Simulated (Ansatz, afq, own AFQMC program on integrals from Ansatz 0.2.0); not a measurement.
**CHB, triplet in cc-pVTZ, levels against CCSDT(Q)**

```csv
atom,x (Å),y (Å),z (Å)
B,0.0000,0.0000,0.0957
C,0.0000,0.0000,-1.3685
H,0.0000,0.0000,1.2728
```

Connectivity, by distances: BH–C.

Basis cc-pVTZ. Noble-gas cores (and the filled d shells of Ga–Kr and In–Xe) are frozen. Ansatz 0.2.0 and our own AFQMC program on the same integrals; the CISD trial comes from CCSD amplitudes, and released means the phaseless constraint is let go. Error bars are statistical, one sigma.

Determinant: UHF, the one that the program's search chose, which needn't be the lowest solution. The geometry is a PBE0/def2-TZVP stationary point of this or a neighbouring charge and spin state.

No full CI on the walks' own integrals is used here; CCSDT(Q) serves as the reference and is uncertain by about the last step of the cluster series.

Cautions: the released energies are still falling, so no released level is given (meV from the phaseless value at times in 1/Eh: -7 ± 3 at 0.24, -17 ± 3 at 0.51, -29 ± 3 at 0.99, -32 ± 3 at 1.62, -21 ± 13 at 2.40).

- T1 diagnostic: 0.0151
- weight of the determinant in the CISD state: 0.900
- ⟨S²⟩ of the determinant: 2.011
- size of the correlated space: 8 electrons in 72 orbitals

```tsv
level	correlation energy (eV)
MP2	-4.9116
CCSD	-5.6787
CCSD(T)	-5.9178
```

(1) Estimate where phaseless AFQMC with a CISD trial lies against CCSD(T) on the same integrals.

(1) 0.23 ± 0.16 mEh below CCSD(T). The gap is under twice the noise, so this walk alone can't tell the two apart.

Reference: CCSDT(Q), correlation energy -5.966 eV.

```
        level  E − E(reference) (mEh)  share of correlation (%)
      CCSD(T)                    1.77                     99.19
        CCSDT                    0.47                     99.78
ph-AFQMC/CISD             1.54 ± 0.16                     99.30
```

A walk keeps the symmetry of its determinant, which the program's search chose and which needn't be the lowest solution, so a lower state of the same spin and another symmetry isn't excluded.
